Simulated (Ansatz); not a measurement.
`N=C1CC1N`. Charge 0, multiplicity 1.

Cartesian coordinates in Å:
```
N 0.0578 -1.9392 0.7030
C 0.2947 -0.7444 0.4040
C 0.5431 0.6508 0.7953
C 0.2847 0.2492 -0.6656
N -0.9181 0.6876 -1.3188
H 0.1337 -2.0795 1.7131
H -0.2446 1.1785 1.3276
H 1.5473 0.9723 1.0517
H 1.1619 0.3040 -1.3055
H -1.6883 0.6934 -0.6595
H -1.1721 0.0272 -2.0454
```

Task: List the harmonic frequencies (cm⁻¹, unscaled) at PBE0-D4/def2-TZVP in Ansatz. (Estimate.)

Result: The calculation gave: 155, 187, 357, 389, 519, 719, 778, 827, 919, 982, 1011, 1034, 1053, 1122, 1189, 1255, 1287, 1397, 1433, 1656, 1884, 3120, 3146, 3208, 3432, 3512, 3590.

Task: Is this a minimum?

Result: Yes, all 27 modes are real.

Task: Give the ideal-gas thermochemistry at 298.15 K and 1 bar (rigid rotor, harmonic oscillator; point group C1, symmetry number 1).

Result: Zero-point energy 240.2 kJ/mol; H(298) − E = 257.0 kJ/mol; entropy 305.1 J/(mol·K), of which translation 161.9, rotation 105.6, vibration 37.7; G(298) − E = 166.1 kJ/mol.

Task: Rotational constants (cm⁻¹)?

Result: 0.3234, 0.1434, 0.1123.
